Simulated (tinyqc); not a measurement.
Worked calculation (part 2 of 2): ROHF in the sto-6g basis, for LiH, spin multiplicity 3. Computed by tinyqc, a small Python program that keeps every step (integrals from PySCF). Command: `OMP_NUM_THREADS=1 python tinyqc.py 27467 27468 out.jsonl` (the two numbers bound the seeds that draw the settings). One thread of a shared host (Intel(R) Xeon(R) Processor @ 2.60GHz), about 0.09 s of CPU time with the checks.

Geometry (angstrom):
```
atom       x       y       z
Li    0.0000  0.0000  0.0000
H     0.0000  0.0000  3.1580
```

## Convergence

Stop when the energy changes by less than 1e-09 hartree and every element of the error matrix X^T (F D S - S D F) X is below 9e-06.

Course of the cycle:
```
iteration  E (hartree)     change  largest element of the error matrix
1            -5.320169          -                             5.97e-01
2            -7.756905  -2.44e+00                             8.50e-02
3            -7.808447  -5.15e-02                             7.48e-02
4            -7.858302  -4.99e-02                             2.73e-02
5            -7.866043  -7.74e-03                             1.34e-02
6            -7.867892  -1.85e-03                             7.53e-03
7            -7.868440  -5.47e-04                             4.13e-03
8            -7.868611  -1.71e-04                             2.37e-03
9            -7.868667  -5.55e-05                             1.31e-03
10           -7.868685  -1.84e-05                             9.36e-04
11           -7.868691  -6.31e-06                             6.78e-04
12           -7.868694  -2.25e-06                             5.03e-04
13           -7.868694  -8.46e-07                             3.67e-04
14           -7.868695  -3.39e-07                             2.72e-04
15           -7.868695  -1.45e-07                             1.99e-04
16           -7.868695  -6.66e-08                             1.47e-04
17           -7.868695  -3.21e-08                             1.08e-04
18           -7.868695  -1.62e-08                             7.99e-05
19           -7.868695  -8.36e-09                             5.88e-05
20           -7.868695  -4.40e-09                             4.34e-05
21           -7.868695  -2.35e-09                             3.19e-05
22           -7.868695  -1.26e-09                             2.35e-05
23           -7.868695  -6.79e-10                             1.73e-05
24           -7.868695  -3.67e-10                             1.28e-05
25           -7.868695  -1.99e-10                             9.41e-06
```

PySCF ROHF in the same basis = -7.868695 hartree

Converged in 25 iterations.

## Populations, bond orders and dipole

D(alpha) after iteration 25, lower triangle:
```
          1Li 1s   1Li 2s  1Li 2px  1Li 2py  1Li 2pz   2H 1s
1Li 1s    1.0586
1Li 2s   -0.2492   1.0595
1Li 2px   0.0000   0.0000   0.0000
1Li 2py   0.0000   0.0000   0.0000   0.0000
1Li 2pz   0.0253  -0.0941   0.0000   0.0000   0.0131
2H 1s     0.0184  -0.0901   0.0000   0.0000   0.0761  0.9801
```

D(beta) after iteration 25, lower triangle:
```
          1Li 1s   1Li 2s  1Li 2px  1Li 2py  1Li 2pz   2H 1s
1Li 1s    0.9875
1Li 2s    0.0252   0.0006
1Li 2px   0.0000   0.0000   0.0000
1Li 2py   0.0000   0.0000   0.0000   0.0000
1Li 2pz   0.0011   0.0000   0.0000   0.0000   0.0000
2H 1s    -0.0020  -0.0001   0.0000   0.0000   0.0000  0.0000
```

overlap S, lower triangle:
```
         1Li 1s  1Li 2s  1Li 2px  1Li 2py  1Li 2pz   2H 1s
1Li 1s   1.0000
1Li 2s   0.2357  1.0000
1Li 2px  0.0000  0.0000   1.0000
1Li 2py  0.0000  0.0000   0.0000   1.0000
1Li 2pz  0.0000  0.0000   0.0000   0.0000   1.0000
2H 1s    0.0021  0.1076   0.0000   0.0000   0.1674  1.0000
```

Mulliken: Z minus the diagonal of D S on the atom; Loewdin: the same with S^(1/2) D S^(1/2); Mayer order: 2 sum_s sum (D(s) S)_ij (D(s) S)_ji over the two atoms.

Charges (e):
```
atom  Mulliken  Loewdin  Mulliken spin
1Li    -0.0168  -0.0244         1.0168
2H      0.0168   0.0244         0.9832
```

Mayer bond orders:
```
pair   order
2-1   0.0331
```

dipole moment about the origin, x y z (debye): 0.0000  0.0000  1.0589
